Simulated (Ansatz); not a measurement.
# CH₂SSi: functionals against CCSD(T) at one geometry

Aim: energy, forces and dipole at a structure displaced at random from a GFN2-xTB minimum, from CCSD(T) and from density functionals.

Method: single points in def2-TZVPP; program: Ansatz 0.2.0, Gaussian basis.

Correlated methods freeze the cores. B3LYP uses VWN-RPA correlation.

## (1) Starting geometry

SMILES `[SiH]#CS`, 5 atoms, charge 0, spin multiplicity 1.

Atoms are counted from 1 here; the program's logs count them from 0.

Bond lengths: Si1–C2 1.813 Å, Si1–H4 1.444 Å, C2–S3 1.780 Å, S3–H5 1.296 Å. Angles: C2–Si1–H4 174.6°, Si1–C2–S3 112.7°, C2–S3–H5 86.2°.

Geometry (Å):

| atom | x (Å) | y (Å) | z (Å) |
| --- | --- | --- | --- |
| Si1 | -1.29140 | -0.03720 | -0.60220 |
| C2 | 0.11930 | 0.57480 | 0.35750 |
| S3 | 1.51370 | -0.53030 | 0.31200 |
| H4 | -2.49500 | -0.46400 | -1.27610 |
| H5 | 2.15010 | 0.38430 | 0.97450 |

## (2) CCSD(T)/def2-TZVPP

run/in.yaml

```yaml
crystal:
  periodic: [false, false, false]
  atoms:
    - {symbol: Si, position_ang: [-1.291400, -0.037200, -0.602200]}
    - {symbol: C, position_ang: [0.119300, 0.574800, 0.357500]}
    - {symbol: S, position_ang: [1.513700, -0.530300, 0.312000]}
    - {symbol: H, position_ang: [-2.495000, -0.464000, -1.276100]}
    - {symbol: H, position_ang: [2.150100, 0.384300, 0.974500]}
basis:
  gaussian: {orbitals: def2-TZVPP}
correlation: {method: ccsd_t}
output: {forces: true}
```

No record of the launch command was kept for these runs.

## (3) PBE0-D4/def2-TZVPP

Changes to run/in.yaml since step 2:

```diff
@@ -10,3 +10,3 @@
   gaussian: {orbitals: def2-TZVPP}
-correlation: {method: ccsd_t}
-output: {forces: true}
+hamiltonian: {xc: pbe0, dispersion: d4}
+output: {forces: true, orbitals: {seedname: orbitals}}
```

## (4) wB97M-V/def2-TZVPP

Changes to run/in.yaml since step 3:

```diff
@@ -10,3 +10,3 @@
   gaussian: {orbitals: def2-TZVPP}
-hamiltonian: {xc: pbe0, dispersion: d4}
-output: {forces: true, orbitals: {seedname: orbitals}}
+hamiltonian: {xc: {name: wB97M-V}}
+output: {forces: true}
```

## (5) r2SCAN-D4/def2-TZVPP

Changes to run/in.yaml since step 4:

```diff
@@ -10,3 +10,3 @@
   gaussian: {orbitals: def2-TZVPP}
-hamiltonian: {xc: {name: wB97M-V}}
+hamiltonian: {xc: r2scan, dispersion: d4}
 output: {forces: true}
```

## (6) PBE-D4/def2-TZVPP

Changes to run/in.yaml since step 5:

```diff
@@ -10,3 +10,3 @@
   gaussian: {orbitals: def2-TZVPP}
-hamiltonian: {xc: r2scan, dispersion: d4}
+hamiltonian: {xc: pbe, dispersion: d4}
 output: {forces: true}
```

## (7) B3LYP-D4/def2-TZVPP

Changes to run/in.yaml since step 6:

```diff
@@ -10,3 +10,3 @@
   gaussian: {orbitals: def2-TZVPP}
-hamiltonian: {xc: pbe, dispersion: d4}
+hamiltonian: {xc: {name: B3LYP}, dispersion: d4}
 output: {forces: true}
```

## (8) revPBE-D4/def2-TZVPP

Changes to run/in.yaml since step 7:

```diff
@@ -10,3 +10,3 @@
   gaussian: {orbitals: def2-TZVPP}
-hamiltonian: {xc: {name: B3LYP}, dispersion: d4}
+hamiltonian: {xc: {name: revPBE}, dispersion: d4}
 output: {forces: true}
```

(Steps that only read results are left out.)

Before running it: what results should come out? Wanted: energy less free atoms, CCSD(T)/def2-TZVPP; RMS force component; RMS force error; HOMO and LUMO, PBE0-D4; T1 diagnostic.

As calculated:

| quantity | value |
| --- | --- |
| energy less free atoms, CCSD(T)/def2-TZVPP | -12.908 eV |
| RMS force component | 1.444 to 1.645 eV/Å over the methods |
| RMS force error | PBE0-D4 0.280, wB97M-V 0.292, r2SCAN-D4 0.208, PBE-D4 0.231, B3LYP-D4 0.166, revPBE-D4 0.225 eV/Å |
| HOMO and LUMO, PBE0-D4 | -5.58 and -2.86 eV |
| T1 diagnostic | 0.049 |

**Reading.** Against CCSD(T) the functionals' energies less atoms differ by -1.213 to -0.295 eV, PBE-D4 by -1.213 eV. CCSD(T) in triple zeta still lacks some correlation energy of the bonds, so part of these gaps is its own basis error and they don't rank the functionals. On forces the order runs from B3LYP-D4 to wB97M-V. Frozen-core CCSD(T) forces in triple zeta carry basis errors of their own, and this is one geometry, so small gaps rank nothing. The T1 diagnostic is large here, over the usual mark for main-group molecules (transition-metal compounds often pass it harmlessly), so CCSD(T) itself may be off. The restricted Hartree–Fock reference is unstable towards an unrestricted one at one or more of these structures.
